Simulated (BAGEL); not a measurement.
**SiH4O (silanol) at PBE0/cc-pVTZ (density fitting with qzvpp-jkfit)**

What is the energy change on altering one bond length of SiH4O (silanol) at PBE0/cc-pVTZ (density fitting with qzvpp-jkfit)? 

The calculation is run with BAGEL 1.2.2.

4 further runs of the same task are left out: 4 that didn't finish. Runs told in other sessions of the task aren't counted.

### 1 Starting point

SiH4O: 6 atoms, total charge 0, spin state singlet. As SMILES, `O[SiH3]`. The coordinates come from a PBE0-D4/def2-TZVP relaxation.

Bond lengths: O1–Si2 1.648 Å, O1–H3 0.957 Å, Si2–H4 1.489 Å, Si2–H5 1.481 Å, Si2–H6 1.489 Å. Angles: O1–Si2–H4 111.7°, O1–Si2–H5 105.9°, O1–Si2–H6 111.7°, Si2–O1–H3 117.9°, H4–Si2–H5 109.9°, H4–Si2–H6 107.9°, H5–Si2–H6 109.9°.

### 2 A single-point energy at PBE0/cc-pVTZ (density fitting with qzvpp-jkfit)

Input file calc.json:

```json
{ "bagel" : [

{
  "title" : "molecule",
  "basis" : "cc-pvtz.json",
  "df_basis" : "qzvpp-jkfit",
  "angstrom" : true,
  "geometry" : [
    { "atom" : "O", "xyz" : [    0.636700,   -1.030300,    0.419000 ] },
    { "atom" : "Si", "xyz" : [   -0.035700,    0.346500,   -0.187000 ] },
    { "atom" : "H", "xyz" : [    0.069100,   -1.629200,    0.904700 ] },
    { "atom" : "H", "xyz" : [   -1.128300,    0.045700,   -1.152800 ] },
    { "atom" : "H", "xyz" : [    1.060500,    1.064900,   -0.875600 ] },
    { "atom" : "H", "xyz" : [   -0.602300,    1.202400,    0.891700 ] }
  ]
},
{ "title" : "ks", "xc_func" : "pbe0" },
{ "title" : "print", "file" : "orbitals.molden", "orbitals" : true }

]}
```

The basis set cc-pVTZ is read from a file made from the Basis Set Exchange's data (not shown).

The run is started by

```sh
BAGEL_NUM_THREADS=1 BAGEL calc.json > calc.out
```

What it wrote:

```text
* using 1 threads per process

  ===============================================================
  ===============================================================

  *** Geometry ***

  { "atom" : "O", "xyz" : [      1.203189,     -1.946985,      0.791795 ] },
  { "atom" : "Si", "xyz" : [     -0.067463,      0.654790,     -0.353379 ] },
  { "atom" : "H", "xyz" : [      0.130580,     -3.078742,      1.709635 ] },
  { "atom" : "H", "xyz" : [     -2.132178,      0.086360,     -2.178476 ] },
  { "atom" : "H", "xyz" : [      2.004055,      2.012369,     -1.654644 ] },
  { "atom" : "H", "xyz" : [     -1.138182,      2.272207,      1.685069 ] },

  Number of auxiliary basis functions:      277

  Since a DF basis is specified, we compute 2- and 3-index integrals:
    o Being stored without compression. Storage requirement is 0.032 GB

  Number of basis functions:      120
  Number of electrons      :       26

    * METHOD: MOLECULE                             0.12

  *** Kohn-Sham DFT ***

    * Removing 8379 points whose weight is below 1.00e-10
    * Grid points: 81057

  === Nuclear Repulsion ===
    64.7548917775

       - DIIS with orbital gradients will be used.

  === KS iteration (pbe0 / cc-pvtz.json) ===
      0       -334.37761521          0.09462502           0.28
      1       -296.05480528          0.19291044           0.28
      2       -343.09726204          0.11068150           0.28
      3       -366.40294577          0.04402870           0.28
      4       -366.69659012          0.02539485           0.29
      5       -366.89325278          0.01287465           0.28
      6       -366.97619528          0.00419341           0.29
      7       -366.98447554          0.00030883           0.29
      8       -366.98451225          0.00004984           0.30
      9       -366.98451336          0.00001046           0.30
     10       -366.98451340          0.00000280           0.29
     11       -366.98451340          0.00000197           0.28
     12       -366.98451340          0.00000011           0.28
     13       -366.98451340          0.00000002           0.29
     14       -366.98451340          0.00000001           0.28
    * SCF iteration converged.

    * Permanent dipole moment:
           (    0.417870,     0.190589,    -0.215822) a.u.

    * METHOD: KS                                   4.82

    * METHOD: PRINT                                0.04

  ===============================================================
```

It took 5.1 s on 1 thread of Arm Neoverse V1, shared host; peak memory 0.44 GiB.

### 3 The distorted shape

Input file job.json:

```json
{ "bagel" : [

{
  "title" : "molecule",
  "basis" : "cc-pvtz.json",
  "df_basis" : "qzvpp-jkfit",
  "angstrom" : true,
  "geometry" : [
    { "atom" : "O", "xyz" : [    1.317795,   -0.311646,   -0.163819 ] },
    { "atom" : "Si", "xyz" : [    0.645395,    1.065154,   -0.769819 ] },
    { "atom" : "H", "xyz" : [    0.069100,   -1.629200,    0.904700 ] },
    { "atom" : "H", "xyz" : [   -0.447205,    0.764354,   -1.735619 ] },
    { "atom" : "H", "xyz" : [    1.741595,    1.783554,   -1.458419 ] },
    { "atom" : "H", "xyz" : [    0.078795,    1.921054,    0.308881 ] }
  ]
},
{ "title" : "ks", "xc_func" : "pbe0" },
{ "title" : "print", "file" : "orbitals.molden", "orbitals" : true }

]}
```

The basis set cc-pVTZ is read from a file made from the Basis Set Exchange's data (not shown).

The run is started by

```sh
BAGEL_NUM_THREADS=1 BAGEL job.json > job.out
```

What it wrote:

```text
* using 1 threads per process

  ===============================================================
  ===============================================================

  *** Geometry ***

  { "atom" : "O", "xyz" : [      2.490272,     -0.588926,     -0.309573 ] },
  { "atom" : "Si", "xyz" : [      1.219620,      2.012849,     -1.454747 ] },
  { "atom" : "H", "xyz" : [      0.130580,     -3.078742,      1.709635 ] },
  { "atom" : "H", "xyz" : [     -0.845095,      1.444420,     -3.279845 ] },
  { "atom" : "H", "xyz" : [      3.291138,      3.370429,     -2.756012 ] },
  { "atom" : "H", "xyz" : [      0.148901,      3.630266,      0.583700 ] },

  Number of auxiliary basis functions:      277

  Since a DF basis is specified, we compute 2- and 3-index integrals:
    o Being stored without compression. Storage requirement is 0.032 GB

  Number of basis functions:      120
  Number of electrons      :       26

    * METHOD: MOLECULE                             0.11

  *** Kohn-Sham DFT ***

    * Removing 7507 points whose weight is below 1.00e-10
    * Grid points: 81929

  === Nuclear Repulsion ===
    61.2543371171

       - DIIS with orbital gradients will be used.

  === KS iteration (pbe0 / cc-pvtz.json) ===
      0       -334.35461773          0.08651068           0.28
      1       -291.17414333          0.18875684           0.28
      2       -342.91216468          0.09429434           0.28
      3       -365.61788296          0.05234151           0.28
      4       -365.17376143          0.04625551           0.28
      5       -366.39062421          0.02528607           0.28
      6       -366.60013185          0.01871413           0.28
      7       -366.77567465          0.00197184           0.29
      8       -366.77725459          0.00081089           0.28
      9       -366.77731600          0.00082658           0.29
     10       -366.77772923          0.00004947           0.29
     11       -366.77773101          0.00001824           0.29
     12       -366.77773135          0.00000414           0.28
     13       -366.77773136          0.00000221           0.29
     14       -366.77773137          0.00000043           0.28
     15       -366.77773137          0.00000012           0.29
     16       -366.77773137          0.00000006           0.28
     17       -366.77773137          0.00000001           0.29
    * SCF iteration converged.

    * Permanent dipole moment:
           (    0.538393,     0.227723,    -0.268105) a.u.

    * METHOD: KS                                   5.63

    * METHOD: PRINT                                0.04

  ===============================================================
```

It took 6 s on 1 thread of Arm Neoverse V1, shared host; peak memory 0.45 GiB.

### 4 Summary of results

At PBE0/cc-pVTZ (density fitting with qzvpp-jkfit):

```
                                                         quantity          value
                                        first shape: total energy  -366.98451 Eh
                                       first shape: dipole moment         1.29 D
                                         first shape: HOMO energy       -8.68 eV
                                         first shape: LUMO energy        0.23 eV
                                       first shape: HOMO–LUMO gap        8.91 eV
                                    distorted shape: total energy  -366.77773 Eh
                                   distorted shape: dipole moment         1.63 D
                                     distorted shape: HOMO energy       -8.31 eV
                                     distorted shape: LUMO energy       -5.36 eV
                                   distorted shape: HOMO–LUMO gap        2.96 eV
energy change with the O1–H3 bond stretched from 0.957 to 2.106 Å       5.627 eV
```

What this shows: One bond (distorted shape) is far stretched, which a spin-restricted single reference describes badly; a broken-symmetry solution may lie lower. With the O1–H3 bond stretched from 0.957 to 2.106 Å the energy rises by 5.63 eV (130 kcal/mol). A restricted reference can't describe the breaking bond well at this length.
